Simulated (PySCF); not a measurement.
carbonyl sulfide anion (COS), SMILES O=C=S (connectivity only; charge and spin as stated), charge -1, multiplicity 2. Atoms are numbered in the order given.

```xyz
3

O      0.1747    -1.6510     0.0000
C     -0.3849    -0.5861     0.0000
S      0.0570     1.0453     0.0000
```
Charge -1, spin multiplicity 2.

Geometry optimised at PBE0-D3(BJ)/def2-TZVPD. The spin state was assumed, not searched.

All values below come from B3LYP/pcH-1 in PySCF.

Unrestricted Kohn–Sham, ⟨S²⟩ = 0.754. Hyperfine tensors hold the contact and dipolar terms, without spin-orbit corrections.

**Question.** Estimate the hyperfine couplings. (The exact figures need the calculation; the answer reports its results.)

**Answer.** 
```csv
nucleus,A(iso) (MHz),A(iso) (G),dipolar principal values (MHz)
17O no. 1,-50.7,-18.1,"-84.2, 39.8, 44.4"
13C no. 2,367.7,131.2,"-48.5, -42.7, 91.2"
33S no. 3,45.7,16.3,"-27.7, -27.5, 55.2"
```

**Question.** And the g tensor (effective nuclear charges for spin-orbit coupling, GIAO)? (The exact figures need the calculation; the answer reports its results.)

**Answer.** principal values 1.9840, 2.0011, 2.0057; isotropic 1.9969.
